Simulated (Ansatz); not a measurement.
singlet MgO: levels of theory in one basis

```yaml
atoms:
  - { symbol: Mg, position_ang: [0.0000, 0.0000, 0.0000] }
  - { symbol: O, position_ang: [0.0000, 0.0000, 2.4500] }
```

Basis set: def2-SVP (spherical functions). Frozen core: 2 orbitals. Charge 0, multiplicity 1.

Computed with Ansatz (development build ahead of 0.2.0); each method stands on the lowest determinant of its kind that the runs found.

```tsv
method	E − E(RHF) (eV)	<S²> of the determinant
RHF	0.00	0.00
UHF	-2.60	1.01
RHF-MP2	-5.45	–
```

Task: What does UHF-MP2 give on the same scale?

Result: -7.13 eV.

Task: Is a single determinant a sound starting point here?

Result: It is doubtful. Unrestricted orbitals lower Hartree–Fock by 2.60 eV and <S²> is 1.01 where a pure state has 0.00, a sign of strong static correlation.

Caution for RHF, RHF-MP2: an unrestricted determinant lies well below. Caution for UHF, UHF-MP2: the unrestricted determinant is a mixture of spin states. Caution for RHF-MP2, UHF-MP2: bonds are stretched, where a single reference can fail. Caution for RHF-MP2: other determinants can give a lower correlated total.
